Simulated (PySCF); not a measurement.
Isomers of C3H2ClFO, one GFN2-xTB conformer each. Single-point energies are computed at PBE0/pcSseg-1 (PySCF, gas phase, no added dispersion term), electronic only.

**Question.** Rank them by PBE0/pcSseg-1 energy, lowest first (kJ/mol).
A. `[O:1]=[C:2]=[C:3]([Cl:4])[CH2:5][F:6]` with C2–C3–C5–F6 -82°
B. `[O:1]=[C:2]([Cl:3])/[CH:4]=[CH:5]/[F:6]` with O1–C2–C4–C5 0°
C. `[CH2:1]=[C:2]([F:3])[C:4](=[O:5])[Cl:6]` with C1–C2–C4–O5 0°
D. `[O:1]=[C:2]=[CH:3][C@H:4]([F:5])[Cl:6]` with C2–C3–C4–F5 32°

**Answer.** B (0.0), C (14.8), D (50.9), A (87.4).

As drawn, the highest has cumulated double bonds, which the lowest lacks. GFN2-xTB itself gives, in the same order: 0.0, 17.2, 27.3, 40.4. Both levels put the same isomer lowest; measured from each level's own lowest isomer, the values differ by up to 47.0 kJ/mol (O=C=C(Cl)CF: 40.4 against 87.4).

**Question.** Which frontier levels, dipoles and rotational constants go with these structures?

**Answer.** 
```json
{"SMILES": "O=C(Cl)/C=C/F", "HOMO (eV, PBE0/pcSseg-1)": "-8.78", "LUMO (eV)": "-2.34", "dipole (D)": "2.14", "A, B, C (MHz)": "7687, 1366, 1160"}
{"SMILES": "C=C(F)C(=O)Cl", "HOMO (eV, PBE0/pcSseg-1)": "-8.69", "LUMO (eV)": "-2.58", "dipole (D)": "2.42", "A, B, C (MHz)": "4643, 2512, 1630"}
{"SMILES": "O=C=C[C@H](F)Cl", "HOMO (eV, PBE0/pcSseg-1)": "-7.59", "LUMO (eV)": "-1.75", "dipole (D)": "2.55", "A, B, C (MHz)": "5311, 1715, 1518"}
{"SMILES": "O=C=C(Cl)CF", "HOMO (eV, PBE0/pcSseg-1)": "-7.29", "LUMO (eV)": "-2.40", "dipole (D)": "1.73", "A, B, C (MHz)": "2909, 2530, 1457"}
```
